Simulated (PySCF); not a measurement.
**Stretching NaCl**

Set-up: PySCF, no relativity, basis sets Na aug-cc-pVDZ, Cl aug-cc-pV(D+d)Z. Energies in eV from Na + Cl in their ground configurations at the same level. State: ¹Σ⁺ (singlet), closed shell.

Curves on a restricted Hartree–Fock reference rise too fast on stretching and do not dissociate correctly.

```tsv
R (Å)	RHF-SCS-MP2	LDA
2.053	-3.424	-4.028
2.148	-3.760	-4.300
2.244	-3.949	-4.435
2.315	-4.021	-4.474
2.387	-4.050	-4.472
2.459	-4.044	-4.442
2.554	-3.999	-4.368
2.673	-3.900	-4.242
2.817	-3.743	-4.061
3.008	-3.503	-3.800
```

Put a parabola through the three lowest points of the RHF-SCS-MP2 curve and estimate Re, k and ωe (reduced mass 13.87 u; 1 eV/Å² = 0.16022 mdyn/Å; ωe = 1302.8·√(k/μ) cm⁻¹).

Through R = 2.315, 2.387, 2.459 Å the second-order coefficient is 3.38 eV/Å², so Re ≈ 2.411 Å, k ≈ 1.08 mdyn/Å and ωe ≈ 364 cm⁻¹. A polynomial fit of higher order to the unrounded RHF-SCS-MP2 energies gives Re = 2.409 Å, k = 0.955 mdyn/Å, ωe = 342 cm⁻¹; anharmonicity and rounding make the difference.

The higher-order fit for each curve: RHF-SCS-MP2: Re = 2.409 Å, ωe = 342 cm⁻¹, De = 4.05 eV; LDA: Re = 2.347 Å, ωe = 363 cm⁻¹, De = 4.48 eV.

Correlated steps freeze 6 core orbitals. Correlated levels converge slowly with the basis: in double zeta they bind strong bonds too weakly, by up to about 1 eV, and carry superposition errors of some tenths. Where the molecule has an RHF reference, its open-shell atoms are computed with UHF.
